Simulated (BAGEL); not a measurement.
**Worked example: vertical energy of the triplet above the singlet of C2H4N2S2 (dithiooxamide)**

C2H4N2S2 has 10 atoms, charge 0, and is taken as a singlet. SMILES: `NC(=S)C(N)=S`. The coordinates come from a PBE0-D4/def2-TZVP relaxation. This is one conformer, not always the lowest.

Both states at this one shape; open shells run unrestricted unless said. 1 Eh = 27.2114 eV.

| level | program | singlet C2H4N2S2 (Eh) | triplet C2H4N2S2 (Eh) |
| --- | --- | --- | --- |
| HF/def2-SV(P) (density fitting with tzvpp-jkfit) | BAGEL | -981.609300 | -981.507747 |
| HF/def2-SVP (density fitting with tzvpp-jkfit) | BAGEL | -981.634918 | -981.533338 |
| HF/def2-TZVP (density fitting with tzvpp-jkfit) | BAGEL | -982.122070 | -982.023877 |
| HF/def2-TZVPPD (density fitting with tzvpp-jkfit) | BAGEL | -982.127399 | -982.030449 |

Work out the vertical gap, second state less first, at each level.


1. HF/def2-SV(P) (density fitting with tzvpp-jkfit): -981.507747 − (-981.609300) = 0.101553 Eh = 2.76 eV.
2. HF/def2-SVP (density fitting with tzvpp-jkfit): -981.533338 − (-981.634918) = 0.101580 Eh = 2.76 eV.
3. HF/def2-TZVP (density fitting with tzvpp-jkfit): -982.023877 − (-982.122070) = 0.098193 Eh = 2.67 eV.
4. HF/def2-TZVPPD (density fitting with tzvpp-jkfit): -982.030449 − (-982.127399) = 0.096950 Eh = 2.64 eV.

No measured value is set beside it here; the levels span 2.64 to 2.76 eV.
